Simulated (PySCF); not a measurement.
SMILES C(=C)/C(C)=N\N, C4H8N2

Geometry:
```tsv
atom	x (Å)	y (Å)	z (Å)
C1	-0.756	1.971	-0.719
C2	0.033	1.121	-0.050
C3	-0.125	-0.335	-0.030
C4	-1.407	-0.945	-0.515
N5	0.768	-1.153	0.414
N6	1.960	-0.657	0.863
H7	-1.572	1.631	-1.351
H8	-0.606	3.046	-0.657
H9	0.827	1.531	0.574
H10	-1.371	-2.026	-0.364
H11	-2.272	-0.535	0.020
H12	-1.565	-0.751	-1.584
H13	2.347	0.101	0.304
H14	2.624	-1.418	0.921
```

Computed, not measured: UKS PBE0/6-31G* four-point reorganisation energy, gas phase (PySCF 2.14.0). Geometry: PBE0/6-31G*.

**Question.** What is the inner reorganisation energy for hole transfer, with the ionisation energy?

**Answer.** λ = 0.554 (surface of the oxidised species) + 0.483 (surface of the starting species) = 1.037 eV. The ionisation energy is 7.99 eV vertical and 7.44 eV adiabatic without zero-point energy; at the relaxed geometry of the oxidised species the two energies differ by 6.96 eV. Largest bond changes: N5–N6 1.368 → 1.285 Å, C3–N5 1.290 → 1.332 Å, C2–C3 1.465 → 1.435 Å, C1–C2 1.339 → 1.354 Å, C3–C4 1.500 → 1.490 Å. ⟨S²⟩ of the relaxed oxidised species 0.775.
